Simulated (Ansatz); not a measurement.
**Palladium, fcc: convergence with the plane-wave cutoff**

Computed with Ansatz, LDA, scalar-relativistic PAW, on the relaxed cell (a = 3.841 Å; non-magnetic). Errors count from a run at 420 eV on a Γ-centred 23×23×23 mesh with Fermi-Dirac smearing of 0.05 eV, extrapolated to zero width. Fixed here: mesh 14×14×14, Fermi-Dirac width 0.05 eV. The pressure holds a Pulay correction and is unreliable far below the recommended cutoff.

| cutoff (eV) | E(σ→0) error (meV/atom) | P (GPa) | SCF iterations |
| --- | --- | --- | --- |
| 200 | 12329.1 | -19.46 | 22 |
| 250 | 1911.7 | 7.68 | 21 |
| 300 | 221.8 | -0.34 | 26 |
| 350 | 26.3 | -0.20 | 25 |
| 420 | 12.0 | -0.03 | 27 |
| 500 | 11.0 | -0.04 | 25 |
| 600 | 10.6 | -0.06 | 25 |
| 800 | 10.1 | -0.06 | 25 |

Problem. What does the run at 150 give (cutoff)?

Solution. E(σ→0) error (meV/atom): 58126.1; P (GPa): -169.48; SCF iterations: 13.

Within 5 meV/atom of the last row: from 420 eV on.
